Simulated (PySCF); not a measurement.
Method: PBE-D3(BJ)/def2-TZVP // PBE-D3(BJ)/def2-SVP in PySCF. Gas-phase values, no solvent. 

Reference species (SMILES): `[OH]` (neutral, multiplicity 2).

* **dipole moment**: 1.73 D
* **highest occupied spin orbital**: -7.14 eV

Changed species: `[NH2]` (free radical NH2; the reference has free radical OH).

Task: Predict the effect on the dipole moment and highest occupied spin orbital.

Result: the dipole moment rises by 0.19 D, to 1.92 D; the highest occupied spin orbital falls by 0.06 eV, to -7.20 eV.
